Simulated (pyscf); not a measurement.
Routes from F–SiH₃ + ammonia (NH₃)

Candidate steps break at most two bonds and form at most two. Each was searched with GFN2-xTB (tblite) first. PySCF, gas phase, ωB97X-D3(BJ)/def2-SVP geometries. MP2 and CC: frozen core, UHF for open shells. ΔMP2 is the change of the MP2 total energy from the triple- to the quadruple-zeta basis. Energies: CCSD(T)/def2-TZVPP + ΔMP2(QZVPP), kcal/mol, from the separated reactants, singlet surface.

```json
[
 {"products": "H₂N–SiH₃ + HF", "type": "four-centre exchange", "ΔE‡": "29.1", "ΔE": "+20.2", "ΔG‡ 298 K": "38.4", "ΔG‡ 900 K": "59.2", "ν‡ (cm⁻¹)": "733i"},
 {"products": "F–SiH₃ + NH₃", "type": "four-centre exchange", "ΔE‡": "60.0", "ΔE": "0.0", "ΔG‡ 298 K": "68.8", "ΔG‡ 900 K": "83.9", "ν‡ (cm⁻¹)": "696i"}
]
```

Row 1: On the reactant side the descent ends in a complex (not fully relaxed), 4.2 kcal/mol under the separated species and 29.9 kcal/mol under the saddle at ωB97X-D3(BJ)/def2-TZVP. On the product side the descent ends in a bound adduct, 10.6 kcal/mol under the separated species and 15.9 kcal/mol under the saddle at ωB97X-D3(BJ)/def2-TZVP. 

Plain bond fissions and candidates not yet searched are not listed, and one of them may be faster. Each barrier is that of the saddle found; lower ones may exist. The CCSD(T) − MP2 part came from Ansatz, without density fitting, on the same reference.
